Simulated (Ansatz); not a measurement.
# [H···H···CH2], triplet along the distance H1-H2

All five atoms lie in one plane.

Starting geometry:

| atom | x (Å) | y (Å) | z (Å) |
| --- | --- | --- | --- |
| H | -2.1562 | 0.0000 | 0.0000 |
| H | -1.4112 | 0.0000 | 0.0000 |
| C | 0.1968 | 0.0000 | 0.0000 |
| H | 0.6113 | 0.0000 | 0.9962 |
| H | 0.6113 | 0.0000 | -0.9962 |

From there H2 is moved from one fragment to the other while all else, the fragments' distance too, stays fixed, so the hump isn't the reaction's barrier; atoms are numbered as listed. Energies are in eV, counted from the starting geometry at the same level.

Basis 6-31G; Ansatz 0.2.0. Correlated methods freeze the noble-gas cores. Prefix R: restricted or restricted open-shell reference; prefix U: unrestricted. Active spaces: valence = (8e, 8o) chosen from the atoms' valence shells.

For open shells CISD is restricted-active-space CI with the open shells as a complete middle space. Runs in a small pair space aren't shown, since their orbitals change along the scan.

Full CI is exact within this basis and frozen core; it isn't the basis-set limit. The frozen core follows each run's orbitals, which can shift R against U totals by a few meV.

```tsv
distance H1-H2 (Å)	full CI	unpaired electrons (full CI)	error CISD	error RCCSD	error UCCSD(T)	error UCCSDTQ	error CASSCF (valence space)	error NEVPT2 (valence space)
0.693	0.061	2.02	-0.009	-0.002	-0.001	0.000	-0.001	0.007
0.745	0.000	2.02	0.000	0.000	0.000	0.000	0.000	0.000
0.819	0.024	2.02	0.017	0.005	0.001	0.000	0.003	-0.010
0.893	0.085	2.02	0.035	0.010	0.002	0.000	0.006	-0.020
0.967	0.110	2.03	0.042	0.015	0.003	0.000	0.008	-0.027
1.041	0.065	2.02	0.035	0.016	0.003	0.000	0.007	-0.032
1.115	-0.035	2.02	0.024	0.013	0.002	0.000	0.003	-0.034
1.189	-0.143	2.02	0.009	0.009	0.001	0.000	-0.004	-0.036
1.263	-0.183	2.02	-0.004	0.005	0.000	0.000	-0.012	-0.037
```

Unpaired electrons are Σ n²(2−n)² over natural occupations. Errors are those of relative energies. In total energy the starting point itself misses full CI by: CISD 0.134, RCCSD 0.035, UCCSD(T) 0.009, UCCSDTQ -0.001, CASSCF (valence space) 1.106, NEVPT2 (valence space) 0.278 eV.

Spread of the error over the points with a reference, to 1.263 Å (largest less smallest): UCCSDTQ 0.000, UCCSD(T) 0.004, RCCSD 0.018, CASSCF (valence space) 0.020, NEVPT2 (valence space) 0.044, CISD 0.051 eV.
